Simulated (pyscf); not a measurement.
Single points on ωB97X-D3(BJ)/def2-SVP structures (PySCF, gas phase). Correlated levels are frozen-core, on RHF or UHF. ΔMP2 is the change of the MP2 total energy from the triple- to the quadruple-zeta basis.

Q: AlH [singlet] + ammonia (NH₃) -> H₂N–AlH₂
Surface: singlet. Broken: H–N. Formed: Al–N, Al–H. Give ΔE‡ and ΔE from CCSD(T)/def2-TZVPP + ΔMP2(QZVPP), relative to the separated reactants.

A: ΔE‡ = 22.6 kcal/mol, ΔE = -50.0 kcal/mol. Zero-point energy shifts the barrier by -0.7 kcal/mol. It is an insertion, with an imaginary mode of 1559i cm⁻¹. On the reactant side the descent ends in an adduct with a Al–N contact, 17.2 kcal/mol under the separated species and 39.8 kcal/mol under the saddle at ωB97X-D3(BJ)/def2-TZVP. What is counted as formed (Al–N) is already present as a longer contact in the reactant adduct; forming that adduct is a step of its own. The same reactants have a lower exit, to H₂N–Al [singlet] + H₂ (barrier +7.2 kcal/mol at ωB97M-D3(BJ), against +24.5 kcal/mol here). One saddle was located; it need not be the lowest between these sides. The CCSD(T) − MP2 part came from Ansatz, without density fitting, on the same reference.
